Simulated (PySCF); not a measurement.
# Towards the basis-set limit for SiF+

An exercise on one series of results from a longer session: the logs are not shown, and one member is left open.

Computed with PySCF 2.14.0. Level: CCSD(T) on RHF, no relativity in the base curves; scalar relativity is added as a correction.

2 further runs of the same task are left out: 2 set aside as unsound or not needed.

Set-up of the first run:

- molecule: SiF+
- state: singlet, unpaired electrons none
- smaller basis: Si cc-pV(T+d)Z, F cc-pVTZ
- larger basis: Si cc-pV(Q+d)Z, F cc-pVQZ
- frozen core orbitals: 6
- extrapolation: correlation as n⁻³ (n = 3, 4), Hartree–Fock as (n+1)·exp(−9√n)
- corrections: core–valence correlation, scalar relativity
- distances (Å): 1.3587, 1.4205, 1.4823, 1.5440, 1.6058, 1.6830, 1.7602
- masses (u): 27.9769, 18.9984
- dissociation limit: Si+ + F

Started as:

```bash
$ OMP_NUM_THREADS=4 python comp.py task.json out
```

One of the session's tables, all rows but one given; the rest of the session is left out.

```
               level  Re (Å)  ωe (cm⁻¹)  ωexe (cm⁻¹)  αe (cm⁻¹)  De (eV)
CCSD(T)/cc-pVTZ(-PP)  1.5368     1039.7         4.75    0.00458    6.717
CCSD(T)/cc-pVQZ(-PP)  1.5344     1047.9         4.86    0.00457    6.876
              HF/CBS  1.5094     1117.1         5.00    0.00453    4.975
             MP2/CBS  1.5371     1041.4         4.74    0.00453    7.299
            CCSD/CBS  1.5280     1068.3         4.81    0.00450    6.774
         CCSD(T)/CBS       ?          ?            ?          ?        ?
      CCSD(T)/CBS+CV  1.5308     1050.0         4.89    0.00461    6.966
   CCSD(T)/CBS+CV+SR  1.5307     1048.4         4.88    0.00461    6.955
```

**Question.** Estimate the row for CCSD(T)/CBS.

**Answer.** Re (Å): 1.5340; ωe (cm⁻¹): 1048.1; ωexe (cm⁻¹): 4.87; αe (cm⁻¹): 0.00458; De (eV): 6.953. In the column «Re (Å)» it lies between CCSD(T)/CBS+CV (1.5308) and CCSD(T)/cc-pVQZ(-PP) (1.5344).

**Reading.** The last step gives Re = 1.5307 Å, ωe = 1048.4 cm⁻¹ and De = 6.955 eV; the smaller basis alone is off from it by +6.1 mÅ and -0.24 eV. Near the minimum the mean field binds by 4.95 eV and correlation adds 2.00 eV of binding. T1 is 0.017. Spin–orbit coupling and excitations beyond (T) are left out.
